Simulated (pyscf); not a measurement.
## Four-centre exchange: AsH₃ + silanol (HO–SiH₃) -> AsH₃ + silanol (HO–SiH₃)

Gas phase, singlet surface, charge 0. Bonds broken: As1–H8, H2–Si6. Bonds formed: As1–H2, Si6–H8. Single points on ωB97X-D3(BJ)/def2-SVP structures (PySCF, gas phase). Correlated levels are frozen-core, on RHF or UHF. ΔMP2 is the change of the MP2 total energy from the triple- to the quadruple-zeta basis.

Transition state (Å):

```xyz
10

As    -2.1438    -0.7745     0.0422
H     -0.4465    -0.7054     0.4020
H     -1.6483    -2.0399    -0.7009
H     -2.7819    -0.2903    -1.2643
O      1.4334     0.1345    -0.7215
Si    -0.0241     0.8026    -0.2153
H      1.8588    -0.4683    -0.1004
H     -1.6703     0.9604     0.0844
H     -0.2217     1.6774    -1.4043
H      0.0947     1.3887     1.1475
```

One imaginary mode, 757i cm⁻¹; descent along it reached the two sides named.

```tsv
bond	change	reactant side (Å)	saddle	product side
As1–H8	breaks	1.521	1.799	3.5
H2–Si6	breaks	1.495	1.683	3.2
As1–H2	forms	3.2	1.736	1.522
Si6–H8	forms	3.0	1.681	1.495
```

Electronic energies relative to the separated reactants (kcal/mol):

| level | barrier | reaction energy | reverse barrier |
|---|---|---|---|
| ωB97X-D3(BJ)/def2-TZVP | 58.8 | 0.0 | 58.8 |
| PBE/def2-TZVP | 53.2 | 0.0 | 53.2 |
| r²SCAN/def2-TZVP | 56.6 | 0.0 | 56.6 |
| B3LYP-D3(BJ)/def2-TZVP | 60.4 | 0.0 | 60.4 |
| PBE0-D3(BJ)/def2-TZVP | 55.6 | 0.0 | 55.6 |
| M06-2X/def2-TZVP | 60.0 | 0.0 | 60.0 |
| ωB97M-D3(BJ)/def2-TZVP | 61.6 | 0.0 | 61.6 |
| HF/def2-TZVP | 83.1 | 0.0 | 83.1 |
| MP2/def2-QZVPP | 63.6 | 0.0 | 63.6 |
| CCSD/def2-TZVPP | 66.6 | 0.0 | 66.6 |
| CCSD(T)/def2-TZVPP | 63.4 | 0.0 | 63.4 |
| CCSD(T)/def2-TZVPP + ΔMP2(QZVPP) | 63.4 | 0.0 | 63.4 |

With CCSD(T)/def2-TZVPP + ΔMP2(QZVPP) energies and thermal terms (ideal gas, 1 atm, RRHO with modes under 100 cm⁻¹ raised to 100, one conformer, R ln 2 for chiral ones without a mode under 150 cm⁻¹), in kcal/mol:

| T (K) | ΔH‡ | ΔG‡ | ΔH | ΔG |
|---|---|---|---|---|
| 298 | 63.7 | 74.9 | 0.0 | 0.0 |
| 600 | 63.8 | 86.3 | 0.0 | 0.0 |
| 900 | 64.3 | 97.4 | 0.0 | 0.0 |
| 1200 | 65.0 | 108.3 | 0.0 | 0.0 |

At the saddle there is also a short As–Si contact that neither side keeps. The same reactants have a lower exit, to HO–AsH₂ + SiH₄ (barrier +53.6 kcal/mol at ωB97M-D3(BJ)/def2-TZVP, against +61.6 kcal/mol here). One saddle was located; it need not be the lowest between these sides. The CCSD(T) − MP2 part came from Ansatz, without density fitting, on the same reference. The frozen core leaves the outer d or s,p core shells of the metals and heavy elements correlated in the MP2 and CC values, and def2-TZVPP describes them poorly, which can shift differences by a few kcal/mol. Elements up to Kr have no core potential and no relativistic terms here.
